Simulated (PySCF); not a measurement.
Calculated NMR data

Theory: spin–spin couplings from B3LYP/pcJ-1 (spin–dipole term left out of most H,H and C,H couplings), σ from GIAO-PBE0/pcSseg-1, geometry from PBE0-D3(BJ)/def2-SVP, in PySCF 2.14 (one conformer, rapidly exchanging positions averaged, no solvent model, non-relativistic Hamiltonian).

Referencing at the same level of theory: 1H (σ = 31.27 ppm) and 13C (σ = 184.41 ppm) against TMS. Multiplet labels drop J under 1 Hz and among equivalent protons, and merge close values. Unscaled 3J(H,H) run several per cent high. One-bond C–F couplings are unscaled and too large by tens of Hz. Shifts are as computed. Against solution values, carbons near 30 ppm lie about +2 ppm off and those near 130 ppm about +5 ppm. Of 1211 compounds with measured shifts, 218 miss one by over three times the rms of a fit or turn the order of signals round; such compounds aren't used in these exercises.

**1.** `C=Cc1cccc(F)c1`, C₈H₇F. 1H NMR (600 MHz, computed): δ 7.53 (ddd, J = 10.4, 2.3, 1.4 Hz, 1H), 7.37 (ddd, J = 9.3, 8.4, 5.4 Hz, 1H), 7.02 (ddd, J = 9.3, 8.5, 2.3 Hz, 1H), 6.91 (dd, J = 8.4, 1.4 Hz, 1H), 6.63 (ddd, J = 19.0, 12.3, 1.9 Hz, 1H), 6.21 (d, J = 19.0 Hz, 1H), 5.64 (d, J = 12.3 Hz, 1H). 13C{1H} NMR (computed): δ 170.8 (d, J = 313.9 Hz), 144.0, 143.6 (d, J = 4.7 Hz), 135.6 (d, J = 5.8 Hz), 130.4, 120.8 (d, J = 20.2 Hz), 120.6, 113.7 (d, J = 19.6 Hz).

**2.** Cyanoformaldehyde (SMILES N#CC=O). 1H NMR (600 MHz, computed): δ 8.81 (s, 1H). 13C{1H} NMR (computed): δ 171.2 (CH), 117.8 (C).
